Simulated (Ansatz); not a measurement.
Reaction: C3H4 (SMILES CC#C) → C3H3 (SMILES C#C[CH2], doublet) + H (doublet) (the C-H bond breaks)
Each species at its own B3LYP-D3(BJ)/def2-TZVP minimum (Ansatz, an electronic-structure program).

Total energies in hartree (Ansatz). UHF or UKS for unpaired electrons; spin-orbit terms are left out. Cores are frozen in correlated methods. No relativity. Where a partner has so few electrons that a lower coupled-cluster level is exact, that level stands in. The UHF reference of C3H3 (C#C[CH2], doublet) is spin-contaminated (<S^2> up to 0.21 over the pure value in the sets run).

```csv
species,HF/cc-pVTZ,CCSD(T)/cc-pVTZ,HF/cc-pVQZ,CCSD(T)/cc-pVQZ,CCSD(T)/cc-pVDZ,CCSDT(Q)/cc-pVDZ
"1: C3H4 (prop-1-yne, SMILES C#CC)",-115.90848,-116.43512,-115.91599,-116.46867,-116.31489,-116.31674
"2: C3H3 (SMILES C#C[CH2], doublet)",-115.29335,-115.77806,-115.30065,-115.81044,-115.66330,-115.66591
3: H (doublet),-0.49981,-0.49981,-0.49995,-0.49995,-0.49928,-0.49928
```

### Question
Work out the bond dissociation energy (electronic) in kcal/mol: take Hartree-Fock from cc-pVQZ, extrapolate the CCSD(T) correlation energy as X^-3 (X = 3, 4), and add CCSDT(Q) - CCSD(T) in cc-pVDZ. 1 hartree = 627.51 kcal/mol.

### Answer

Species 1: correlation (64·(-0.55268) - 27·(-0.52664))/37 = -0.57168; step -0.00185; E1 = -115.91599 + (-0.57168) + (-0.00185) = -116.48952
Species 2: correlation (64·(-0.50979) - 27·(-0.48471))/37 = -0.52809; step -0.00261; E2 = -115.30065 + (-0.52809) + (-0.00261) = -115.83135
Species 3: correlation (64·(0.00000) - 27·(0.00000))/37 = 0.00000; step +0.00000; E3 = -0.49995 + (0.00000) + (+0.00000) = -0.49995
-1·E1 +1·E2 +1·E3 = 0.15822 hartree = 99.3 kcal/mol.
